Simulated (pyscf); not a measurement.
**Routes from HO–SiH₂–F (SMILES O[SiH2]F) + H₂ (SMILES [H][H])**

Candidate steps break at most two bonds and form at most two. Each was searched with GFN2-xTB (tblite) first. PySCF, gas phase, ωB97X-D3(BJ)/def2-SVP geometries. Energies: ωB97M-D3(BJ)/def2-TZVP, kJ/mol, from the separated reactants, singlet surface; ΔG‡ with ideal gas, 1 atm, RRHO with modes under 100 cm⁻¹ raised to 100, one conformer, R ln 2 for chiral ones without a mode under 150 cm⁻¹.

| products | type | ΔE‡ | ΔE | ΔG‡ 298 K | ΔG‡ 900 K | ν‡ (cm⁻¹) |
|---|---|---|---|---|---|---|
| F–SiH₃ + H₂O | four-centre exchange | 214.1 | +95.9 | 254.4 | 333.5 | 1292i |
| HO–SiH₃ + HF | four-centre exchange | 240.5 | +139.8 | 282.4 | 361.6 | 1119i |
| HO–SiH₂–F + H₂ | four-centre exchange (H–Si, H–H broken, H–Si, H–H formed) | 253.9 | 0.0 | 294.7 | 374.6 | 1587i |
| HO–SiH₂–F + H₂ | four-centre exchange (H–O, H–H broken, H–O, H–H formed) | 284.7 | 0.0 | 313.3 | 386.2 | 2747i |

Row 2: On the product side the descent ends in a complex, 16.8 kJ/mol under the separated species and 120.2 kJ/mol under the saddle at ωB97X-D3(BJ)/def2-TZVP. 

Plain bond fissions and candidates not yet searched are not listed, and one of them may be faster. Each barrier is that of the saddle found; lower ones may exist.
